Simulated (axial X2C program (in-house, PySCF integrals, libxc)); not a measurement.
**LiCO⁺: bond lengths and stretches, held linear**

The task here is to estimate one member of a computed series from the others.

The runs use an in-house X2C program for linear molecules on PySCF integrals; all-electron X2C, two-component (2c) or spin-free, Li dyall-v3z, C dyall-v3z, O dyall-av3z.

All values are calculated.

1 further run of the same task is left out (set aside as unsound or not needed).

The first run:

Contents of task.json:

```json
{"zs": [3, 6, 8], "q": 1, "bas": ["dyall-v3z", "dyall-v3z", "dyall-av3z"], "r0": [2.03, 1.13], "symm": 0, "scan": ["PBE0", "HF", "PBE"], "levels": ["PBE0", "HF", "B3LYP"], "nst": 2}
```

Keys: zs atomic numbers; q charge; bas basis sets; r0 starting distance in Å; symm equal bonds; scan levels of the two-bond scan (MP2 follows by itself at each HF point); levels methods; nst determinants followed.

Started as:

```bash
python solin.py task.json out
```

Masses Li 7.016, C 12.000, O 15.995 u.

Among the steps run: Scan at PBE0, 2c; Scan at HF, 2c; Scan at PBE, 2c.

One of the session's tables, all rows but one given; the rest of the session is left out.

| level | r(Li–C) (Å) | r(C–O) (Å) | lower stretch (cm⁻¹) | upper stretch (cm⁻¹) |
| --- | --- | --- | --- | --- |
| PBE0, 2c | 2.165 | 1.113 | 372.5 | 2340.3 |
| HF, 2c | ? | ? | ? | ? |
| PBE, 2c | 2.168 | 1.126 | 370.2 | 2230.1 |
| MP2, 2c | 2.192 | 1.130 | 361.6 | 2183.8 |
| PBE0, spin-free | 2.165 | 1.113 | 372.5 | 2340.3 |
| HF, spin-free | 2.208 | 1.092 | 355.1 | 2520.4 |
| PBE, spin-free | 2.168 | 1.126 | 370.2 | 2230.1 |
| MP2, spin-free | 2.192 | 1.130 | 361.6 | 2183.8 |

**Question.** Estimate the row for HF, 2c.

**Answer.** r(Li–C) (Å): 2.207; r(C–O) (Å): 1.092; lower stretch (cm⁻¹): 355.1; upper stretch (cm⁻¹): 2520.4. In the column «r(Li–C) (Å)» it lies between MP2, spin-free (2.192) and HF, spin-free (2.208).

Scans not shown above were run alike.

**Reading.** Over the levels the Li–C bond spans 2.165 to 2.208 Å and the C–O bond 1.092 to 1.130 Å. At PBE0 spin–orbit coupling leaves both bonds unchanged to 0.001 Å. Each state is one determinant, the lowest of a limited PBE0 search; the stretches come from a fit to few points and are good to some per cent at best. MP2 freezes inner shells (threshold -2 hartree). The molecule was held linear; bending was not examined, so a bent shape may lie lower.
